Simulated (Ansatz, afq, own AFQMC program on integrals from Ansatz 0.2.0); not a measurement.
## Where AFQMC and coupled cluster stand for Si3H6, singlet

```xyz
9

Si   -1.2036   -0.1729   -0.5862
Si    0.9063    0.8339   -0.5526
Si    0.2981   -0.6627    1.1376
H    -1.4730   -1.2211   -1.6117
H    -2.3940    0.6673   -0.2703
H     1.9171    0.3975   -1.5579
H     0.9932    2.2836   -0.2154
H     0.9394   -2.0084    1.1602
H     0.0165   -0.1173    2.4964
```

Basis def2-TZVP. Noble-gas cores (and the filled d shells of Ga–Kr and In–Xe) are frozen. Ansatz 0.2.0 and our own AFQMC program on the same integrals; the CISD trial comes from CCSD amplitudes, and released means the phaseless constraint is let go. Uncertainties: one standard error, sampling alone.

Determinant: RHF, the one that the program's search chose, which needn't be the lowest solution. The geometry is a PBE0/def2-SVP stationary point of this or a neighbouring charge and spin state.

No full CI on the walks' own integrals is used here. The released AFQMC energy serves as the reference, which it does only where one determinant dominates, the energy is flat over the last release times and near the phaseless one (40 meV or 2 meV an electron, half that with transition metals). On small molecules, where full CI could be run and the noise was under 10 meV, such values lay within 10 meV of it in 19 cases of 20, a flattering rate, since the rule was set on those same cases; what remains of the bias isn't in the error bar.

Cautions: the released value is read at 1.50 1/Eh (meV from the phaseless value at times in 1/Eh: -2 ± 8 at 0.24, -5 ± 7 at 0.51, -11 ± 8 at 0.99, -13 ± 9 at 1.50).

The T1 diagnostic is 0.0155. The weight of the determinant in the CISD state is 0.794. The size of the correlated space is 18 electrons in 132 orbitals.

```
  level  correlation energy (eV)
    MP2                  -9.4912
   CCSD                 -11.1728
CCSD(T)                 -11.6413
```

Task: Estimate where phaseless AFQMC with a CISD trial lies against CCSD(T) on the same integrals.

Result: 2.86 ± 0.35 mEh below CCSD(T).

Reference: AFQMC with the constraint released, correlation energy -11.732 ± 0.009 eV.

```csv
level,E − E(reference) (mEh),share of correlation (%)
CCSD(T),3.33 ± 0.35,99.23
ph-AFQMC/CISD,0.47 ± 0.49,99.89
```

Released energies are given only where the last usable release times agree within the noise; a slower fall can still hide under it.
